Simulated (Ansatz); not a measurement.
# One shape, several levels: AlH2SF (SMILES [F][AlH][SH])

Aim: a comparison of 6 runs (HSE06/STO-3G, PBE/STO-3G, PBE0/STO-3G, r2SCAN0/STO-3G, BCCD(T)/STO-3G, CCSDT/STO-3G) of AlH2SF. 

The results are computed with Ansatz 0.2.0.

65 further runs of the same task are left out: 1 that didn't finish, 64 set aside as unsound or not needed.

## Step 1: The structure to begin with

The species is AlH2SF (5 atoms), meant as a singlet with charge 0. SMILES: `[F][AlH][SH]`. The H5–S3 distance was set to 2.018 Å, away from the relaxed value. At this shape a bond of the SMILES string is far longer than usual.

Bond lengths: F1–Al2 1.645 Å, Al2–S3 2.169 Å, Al2–H4 1.569 Å. Angles: F1–Al2–S3 116.3°, F1–Al2–H4 119.8°, S3–Al2–H4 123.9°. A long bond or contact: S3–H5 2.018 Å.

## Step 2: The energy at HSE06/STO-3G (run 1)

molecule.yaml reads:

```yaml
crystal:
  periodic: [false, false, false]
  atoms:
    - {symbol: F, position_ang: [-1.221601, -2.023633, 1.340331]}
    - {symbol: Al, position_ang: [-0.532001, -0.796933, 0.487631]}
    - {symbol: S, position_ang: [1.517999, -0.305233, 0.996331]}
    - {symbol: H, position_ang: [-1.359201, -0.057433, -0.622369]}
    - {symbol: H, position_ang: [1.572300, 1.158200, -0.392100]}
basis:
  gaussian:
    orbitals: STO-3G
hamiltonian:
  xc: hse06
accuracy: high
```

Launch:

```bash
$ ansatz run molecule.yaml --threads 1 --pin off --max-ram 2610MiB --events-out events.jsonl --progress --plain --runs-dir runs
```

The log of the run:

```text
Warning: RAYON_NUM_THREADS=1 ignored (pool sized by the plan → 1); use --threads N
Functional definition: HSE06
  name "HSE06"
  parameter a = 0.25
  parameter omega = 0.11/bohr
  exchange = pbe_x - a*pbe_x_sr(omega) + a*exact_x_sr(omega)
  correlation = pbe_c
454 factors; integrals over basis functions are off by at most 3.4e-8 eV
63 factors; integrals over basis functions are off by at most 1.2e-9 eV
mean field evaluation 1: about -19929.9406 eV, gradient 2.3e1 eV
mean field evaluation 2: about -19926.4985 eV, gradient 4.4e1 eV
mean field evaluation 4: about -19932.1410 eV, gradient 1.3e0 eV
mean field evaluation 8: about -19932.1085 eV, gradient 2.4e-2 eV
mean field evaluation 16: about -19932.1085 eV, gradient 1.1e-8 eV
mean field -19932.10852337 eV, -732.4914777654 hartree, gradient 1.2e-8 eV, S^2 0.000000; 0 other end points of the search recorded, 0 dependent functions left out
reference -19932.10852515 eV, -732.4914778310 hartree; 20, 20 occupied and 5, 5 virtual orbitals, 454 factors
Total energy: -19932.10852515 eV, -732.4914778310 hartree
```

Wall time 0.6 s (1 thread of AMD EPYC 9R45 (Zen 5), shared host).

## Step 3: The energy at PBE/STO-3G (run 2)

run.yaml reads:

```yaml
crystal:
  periodic: [false, false, false]
  atoms:
    - {symbol: F, position_ang: [-1.221601, -2.023633, 1.340331]}
    - {symbol: Al, position_ang: [-0.532001, -0.796933, 0.487631]}
    - {symbol: S, position_ang: [1.517999, -0.305233, 0.996331]}
    - {symbol: H, position_ang: [-1.359201, -0.057433, -0.622369]}
    - {symbol: H, position_ang: [1.572300, 1.158200, -0.392100]}
basis:
  gaussian:
    orbitals: STO-3G
hamiltonian:
  xc: {name: PBE}
accuracy: high
```

Launch:

```bash
$ ansatz run run.yaml --threads 1 --pin off --max-ram 2610MiB --events-out events.jsonl --progress --plain --runs-dir runs
```

The log of the run:

```text
Warning: RAYON_NUM_THREADS=1 ignored (pool sized by the plan → 1); use --threads N
Functional definition: PBE
  name "PBE"
  parameter kappa = 0.804
  parameter beta = 0.06672455060314922
  exchange = pbe_x(kappa = kappa, mu = beta*pi^2/3)
  correlation = pbe_c(beta = beta)
454 factors; integrals over basis functions are off by at most 3.4e-8 eV
mean field evaluation 1: about -19927.4674 eV, gradient 2.5e1 eV
mean field evaluation 2: about -19915.2985 eV, gradient 7.5e1 eV
mean field evaluation 4: about -19929.8515 eV, gradient 4.7e0 eV
mean field evaluation 8: about -19929.8833 eV, gradient 3.4e-1 eV
mean field evaluation 16: about -19929.8840 eV, gradient 5.3e-7 eV
mean field -19929.88403129 eV, -732.4097291892 hartree, gradient 6.1e-8 eV, S^2 0.000000; 0 other end points of the search recorded, 0 dependent functions left out
reference -19929.88403307 eV, -732.4097292547 hartree; 20, 20 occupied and 5, 5 virtual orbitals, 454 factors
Total energy: -19929.88403307 eV, -732.4097292547 hartree
```

Run time: 0.48 s. Hardware: 1 thread of AMD EPYC 9R45 (Zen 5), shared host.

## Step 4: A single-point energy at PBE0/STO-3G (run 3)

input.yaml reads:

```yaml
crystal:
  periodic: [false, false, false]
  atoms:
    - {symbol: F, position_ang: [-1.221601, -2.023633, 1.340331]}
    - {symbol: Al, position_ang: [-0.532001, -0.796933, 0.487631]}
    - {symbol: S, position_ang: [1.517999, -0.305233, 0.996331]}
    - {symbol: H, position_ang: [-1.359201, -0.057433, -0.622369]}
    - {symbol: H, position_ang: [1.572300, 1.158200, -0.392100]}
basis:
  gaussian:
    orbitals: STO-3G
hamiltonian:
  xc: {name: PBE0}
accuracy: high
```

Launch:

```bash
$ ansatz run input.yaml --threads 1 --pin off --max-ram 2610MiB --events-out events.jsonl --progress --plain --runs-dir runs
```

The log of the run:

```text
Warning: RAYON_NUM_THREADS=1 ignored (pool sized by the plan → 1); use --threads N
Functional definition: PBE0
  name "PBE0"
[... 3 set-up lines as earlier in the session ...]
  exchange = (1 - a)*pbe_x(kappa = kappa, mu = beta*pi^2/3) + a*exact_x
[... 1 set-up line as earlier in the session ...]
454 factors; integrals over basis functions are off by at most 3.4e-8 eV
mean field evaluation 1: about -19930.2889 eV, gradient 2.4e1 eV
mean field evaluation 2: about -19927.9531 eV, gradient 3.9e1 eV
mean field evaluation 4: about -19932.5710 eV, gradient 9.5e-1 eV
mean field evaluation 8: about -19932.5345 eV, gradient 2.0e-2 eV
mean field evaluation 16: about -19932.5345 eV, gradient 5.9e-8 eV
mean field -19932.53454650 eV, -732.5071338266 hartree, gradient 5.9e-8 eV, S^2 0.000000; 0 other end points of the search recorded, 0 dependent functions left out
reference -19932.53454784 eV, -732.5071338759 hartree; 20, 20 occupied and 5, 5 virtual orbitals, 454 factors
Total energy: -19932.53454784 eV, -732.5071338759 hartree
```

It took 0.5 s on 1 thread of AMD EPYC 9R45 (Zen 5), shared host.

Runs 4 to 5 aren't shown in full; the table further down has their settings and results.

## Step 5: The energy at CCSDT/STO-3G (run 6)

in.yaml reads:

```yaml
crystal:
  periodic: [false, false, false]
  atoms:
    - {symbol: F, position_ang: [-1.221601, -2.023633, 1.340331]}
    - {symbol: Al, position_ang: [-0.532001, -0.796933, 0.487631]}
    - {symbol: S, position_ang: [1.517999, -0.305233, 0.996331]}
    - {symbol: H, position_ang: [-1.359201, -0.057433, -0.622369]}
    - {symbol: H, position_ang: [1.572300, 1.158200, -0.392100]}
basis:
  gaussian: {orbitals: STO-3G}
correlation: {method: ccsdt, frozen_orbitals: {Al: 5, F: 1, H: 0, S: 5}}
accuracy: high
scf: {omitted_lower_state_checks: [cluster_reference, increment]}
```

Launch:

```bash
$ ansatz run in.yaml --threads 1 --pin off --max-ram 2610MiB --events-out events.jsonl --progress --plain --runs-dir runs
```

The log of the run:

```text
Warning: RAYON_NUM_THREADS=1 ignored (pool sized by the plan → 1); use --threads N
[... 11 lines left out ...]
11 core orbitals not correlated: weight in the atoms' cores, before any rotation towards them, 0.999 or more for the frozen orbitals, at most 0.000 for the correlated occupied ones
[... 36 lines left out ...]
Total energy: -19904.03630745 eV, -731.4598428584 hartree
Checks for a lower state left out: cluster_reference, increment
```

Run time: 0.24 s. Hardware: 1 thread of AMD EPYC 9R45 (Zen 5), shared host.

## Step 6: Overview of the runs

| run | level | frozen core orbitals | energy (Eh) | wall time |
| --- | --- | --- | --- | --- |
| 1 | HSE06/STO-3G | – | -732.491478 | 0.6 s |
| 2 | PBE/STO-3G | – | -732.409729 | 0.48 s |
| 3 | PBE0/STO-3G | – | -732.507134 | 0.5 s |
| 4 | r2SCAN0/STO-3G | – | -732.765222 | 1.1 s |
| 5 | BCCD(T)/STO-3G | 11 | -731.459292 | 0.14 s |
| 6 | CCSDT/STO-3G | 11 | -731.459843 | 0.24 s |

## Step 7: What came out

| quantity | value |
| --- | --- |
| run 6: total energy | -731.45984 Eh |
| run 6: correlation energy (11 core orbitals frozen) | -143.9 mEh |
| run 6: T1 diagnostic | 0.017 |

**Reading.** Totals of different functionals can't be ranked against each other. In runs 5, 6 the log says that unrestricted orbitals would lower the reference, so the values rest on an unstable closed-shell determinant (other closed-shell runs at this shape may share the fault). In runs 1, 2, 3, 4, 5, 6 the basis is minimal, so the values are rough. All runs together took 3.1 s, the longest 1.1 s.
